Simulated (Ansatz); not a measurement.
**AsF⁺, doublet in cc-pVDZ: errors against UCCSDT(Q)**

Geometry: a PBE0/def2-TZVP stationary point for this spin.

```xyz
2

F     0.0000    0.0000    0.0000
As    0.0000    0.0000    1.6592
```

Basis cc-pVDZ; Ansatz 0.2.0. Only valence electrons are correlated (noble-gas cores and the filled d shells of p-block atoms frozen), which leaves 11 electrons in 26 orbitals. Prefix R: restricted or restricted open-shell reference; prefix U: unrestricted. Active spaces: valence = (11e, 8o) chosen from the atoms' valence shells. No spin–orbit coupling is included, and no scalar relativity.

Full CI isn't at hand for all of this; UCCSDT(Q) serves as the reference, and is uncertain by about the last step of the cluster series. The frozen core follows each run's orbitals, which can shift R against U totals by a few meV for light atoms and by up to 0.1 eV past Ca.

```
UHF ⟨S²⟩                          : 0.762
T1 diagnostic (RCCSD)             : 0.0278
largest doubles amplitude (RCCSD) : 0.065
T1 diagnostic (UCCSD)             : 0.0260
```

```tsv
level	E − E(RHF) (eV)
UHF	-0.1156
UMP2	-7.1509
UCCSD	-7.4903
UCCSD(T)	-7.6860
```

Estimate how far UCCSDT(Q) in cc-pVDZ lies from UCCSD(T). The table doesn't fix it; the size of (T) and the diagnostics are the guide.

UCCSDT(Q) in cc-pVDZ lies 42 meV below UCCSD(T), which is 22 % of the (T) step (-196 meV). The diagnostics are small and one determinant leads, so the series closes fast and only a small part of (T) is left.

The other levels:

```json
{"level": "UCCSDT", "E − E(UCCSDT(Q)) (meV)": "23", "share of correlation (%)": "99.70", "wall time": "–"}
```

The correlation energy at UCCSDT(Q), counted from RHF, is -7.728 eV. That run took 31 s on 1 thread of Intel Xeon, shared host.

Run but not shown, since their state or frozen core can't be matched to the reference's or they repeat it: RHF, RMP2, RCCSD, RCCSD(T), BCCD(T), RCCSDT, RCCSDT(Q), CASSCF (valence space), NEVPT2 (valence space), NEVPT4(SD) (valence space), MRCISD (valence space), MRCISD+Q (valence space).

Times hold each run's SCF and search for its determinant on a shared host, so for small cases they say little of a method's own cost; they ran on 1 thread of Intel Xeon.

Natural occupations of CASSCF (valence space) about the gap: 1.998 1.994 1.970 1.970 1.006 0.032 0.030; effectively unpaired electrons, Σ n²(2−n)², 1.01.
